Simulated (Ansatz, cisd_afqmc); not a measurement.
System: CH₃S, charge 0, doublet. CH3S (SMILES C[S], doublet).
B3LYP-D3(BJ)/def2-TZVP minimum from Ansatz (an electronic-structure program):
```
C
H 1 1.0894
H 1 1.0894 2 110.92
H 1 1.0953 2 107.93 3 118.03
S 1 1.7974 2 111.69 4 116.67
```
Charge 0, spin multiplicity 2.

Total energies in cc-pV(D+d)Z, 13 correlated electrons, 6 frozen orbitals. Radicals and triplets start from unrestricted determinants; spin-orbit coupling is neglected. Cores are frozen in correlated methods. No relativity. AFQMC/CISD: phaseless, guided by CISD from CCSD amplitudes; bars are statistical, one sigma. Outlying blocks are dropped, and bars are widened where a walk drifts. Over all cases where full CI ran beside it in this data, AFQMC minus full CI had a median of +0.1 mEh and passed +0.4 mEh in a tenth of the cases.

```csv
method,program,energy (Eh),minus CCSDT(Q) (mEh)
HF,Ansatz,-437.12583,299.82
MP2,Ansatz,-437.38177,43.88
CCSD,Ansatz,-437.41695,8.69
CCSD(T),Ansatz,-437.42442,1.23
CCSDT(Q),Ansatz,-437.42565,0.00
AFQMC/CISD,cisd_afqmc,-437.4253 ± 0.0002,0.4 ± 0.2
```
